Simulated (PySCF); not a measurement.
Working out the electron affinity of Li

Li⁻ [He] 2s2 (1S) → Li [He] 2s1 (2S). Calculation: PySCF 2.14, in dyall-acv3z; no relativity, point nucleus. Frozen: nothing; the 5 highest virtual orbitals dropped. Energies in hartree (1 hartree = 27.21139 eV):

```csv
part,Li⁻ (lower),Li (upper)
UHF,-7.428215,-7.432747
CCSD correlation,-0.069634,-0.042823
(T),-0.000291,-0.000029
```

Q: What does Hartree-Fock give?

A: (-7.432747) − (-7.428215) = -0.004532 hartree = -0.123 eV.

Q: What do CCSD and CCSD(T) give?

A: The CCSD correlation energies differ by 0.026811 hartree = 0.730 eV and the triples by 0.000262 hartree = 0.007 eV, so CCSD gives 0.607 eV and CCSD(T) 0.614 eV.

A first-order spin-orbit estimate adds 0.000 eV to CCSD(T) (valence and next inner shell), giving 0.614 eV against 0.618 eV (measured; photodetachment measurements, as compiled on the Wikipedia data page of electron affinities).

The coupled-cluster amplitudes are large, so a single reference is strained.

What remains against the reference includes basis incompleteness and higher excitations.
